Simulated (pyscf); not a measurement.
Structures and frequencies: ωB97X-D3(BJ)/def2-SVP in PySCF.

Question: What is the homolytic dissociation enthalpy (298 K, ωB97M-D3(BJ)/def2-TZVP) of the C–H bond of `[CH]1=[CH][CH2][CH2][CH2]1`, to cyclic C₅H₇ (SMILES [C]1=CCCC1) [doublet] + H•?

Answer: C–H to cyclic C₅H₇ (SMILES [C]1=CCCC1) [doublet] + H•: 114.2 kcal/mol. The 7 functionals that were run give +108.3 (r²SCAN) to +114.2 kcal/mol (ωB97M-D3(BJ)). The radicals are drawn with the spin at the cut bond; how far it spreads was not checked. cyclic C₅H₇ (SMILES [C]1=CCCC1) [doublet] lies 11.0 kcal/mol over its isomer •H₂C–C(=CH₂)–CH=CH₂, and others may lie lower still (electronic energy, ωB97M-D3(BJ)).
